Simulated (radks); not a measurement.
**Cl³⁺ in [Ne] 3s2 3p2: an all-electron calculation**

The task here is to estimate one member of a computed series from the others.

The numbers are computed with radks (a radial shooting solver on a logarithmic mesh, Libxc functionals) version 1 (Dirac Kohn-Sham, BLYP, spin-unpolarised, spherical densities, finite nucleus; open shells fill j = l - 1/2 first), except any that are marked as measured or tabulated.

## The atom as given

```
element            : chlorine (Z = 17)
charge             : +3
electrons          : 14
configuration      : [Ne] 3s2 3p2
nuclear rms radius : 3.3654 fm
```

Set-up of the first run:

Input:

```text
Z 17
configuration [Ne] 3s2 3p2
relativity Dirac
functional b88,lyp
spin unpolarised
j_filling energy
nucleus finite rms 3.3654 fm
c 137.035999084
```

The run is started by

```console
$ python run_ks.py task.json out
```

All runs below come from this command, one after another.

Steps of the session up to this table: Self-consistent calculation.

One table of the session follows, with a row left open; its other results are not shown here.

It belongs to the step «Orbitals and density». From the orbitals of this run (lengths in bohr):

```
level      <r>  outermost maximum (interpolated)  90 % within  nodes
1s1/2  0.09096                            0.0595        0.162      0
2s1/2        ?                                 ?            ?      ?
2p1/2   0.4041                             0.300        0.671      0
2p3/2   0.4064                             0.301        0.675      0
3s1/2    1.395                              1.22         2.07      2
3p1/2    1.516                              1.30         2.30      1
3p3/2    1.521                              1.31         2.31      1
```

**Question.** Estimate the row for 2s1/2.

The run gave: <r>: 0.4435; outermost maximum (interpolated): 0.361; 90 % within: 0.694; nodes: 1. In the column «<r>» it lies between 2p3/2 (0.4064) and 3s1/2 (1.395).

To keep in mind: Spin polarisation and multiplet splitting are left out.
